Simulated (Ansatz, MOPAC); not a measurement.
Molecule: C4H3O, net charge 0, doublet state. SMILES: [c]1ccoc1

Atoms: O1, C2, C3, C4, C5, H6, H7, H8. Bonds: O1-C2, O1-C3, C2-C4, C2-H6, C3-C5, C3-H7, C4-C5, C5-H8.

Bond lengths (Å) and angles (degrees) optimised at AM1 with MOPAC; PM6 with MOPAC; B3LYP/6-31G* with Ansatz (a first-principles code), each started from the B3LYP-D3(BJ)/def2-TZVP structure (Ansatz) of the last column. A row stands for all coordinates that are equal there; 12 of 18 kinds are shown. 6-31G* holds six Cartesian d functions.

```
coordinate    AM1             PM6  B3LYP/6-31G*  B3LYP-D3(BJ)/def2-TZVP
----------  -----  --------------  ------------  ----------------------
O1-C2       1.408           1.423         1.377                   1.375
O1-C3       1.402           1.400         1.365                   1.362
C2-C4       1.373           1.349         1.351                   1.345
C2-H6       1.082           1.061         1.077                   1.074
C3-C5       1.396           1.380         1.365                   1.360
C3-H7       1.085  1.067 to 1.071         1.080                   1.076
C4-C5       1.418           1.410         1.424                   1.419
C2-O1-C3    107.1           106.5         107.1                   107.2
O1-C2-C4    106.6           105.4         108.0                   107.7
O1-C3-C5    110.8           111.5         111.5                   111.3
C2-C4-C5    111.8           113.9         109.7                   110.0
C3-C5-C4    103.7           102.7         103.8                   103.8
```

A range marks coordinates that this level makes unequal.

Mean signed difference of all 8 bond lengths from B3LYP-D3(BJ)/def2-TZVP: AM1 0.020 Å, PM6 0.009 Å, B3LYP/6-31G* 0.004 Å.
